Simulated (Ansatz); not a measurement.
The first iterations of a band of CH5NSi (8 atoms, charge 0, multiplicity 1).

The calculation used Ansatz 0.2.0, RKS PBE/def2-SVP.

```
movable images  : 9
climbing image  : yes
spring          : 5.0 eV/Å²
optimiser       : quadratic models (default)
start path      : through a guess of the saddle point
force threshold : 0.05 eV/Å
iteration limit : 60
end points      : relaxed
```

Initial state:

```xyz
8
Properties=species:S:1:pos:R:3
N -1.549 0.185 -0.694
C -0.281 0.392 -0.654
Si 0.710 -0.423 0.766
H -1.977 0.679 -1.503
H 0.264 1.024 -1.403
H 0.221 0.096 2.089
H 2.173 -0.096 0.620
H 0.531 -1.914 0.723
```

Final state:

```xyz
8
Properties=species:S:1:pos:R:3
N -1.347 -0.143 -1.089
C -0.359 0.464 -0.535
Si 0.705 -0.436 0.767
H -1.821 0.487 -1.768
H -0.080 1.525 -0.776
H 0.617 0.308 2.075
H 2.147 -0.415 0.330
H 0.231 -1.848 0.940
```

| iteration | highest image above the first end (eV) | largest band force component (eV/Å) |
| --- | --- | --- |
| 1 | 3.512 | 5.988 |
| 2 | 1.618 | 3.989 |
| 3 | 1.015 | 4.572 |
| 4 | 0.529 | 1.937 |

Problem. Does the band converge within its limit, and where does its top end?

Solution. It converged. It ended after 12 iterations with the highest image 0.000 eV above the first end. The highest image is an end point: on this band no image between the ends rises above it.

The run took 2.9 min on 1 thread of Arm Neoverse V1 (shared host), peak memory 0.11 GiB.
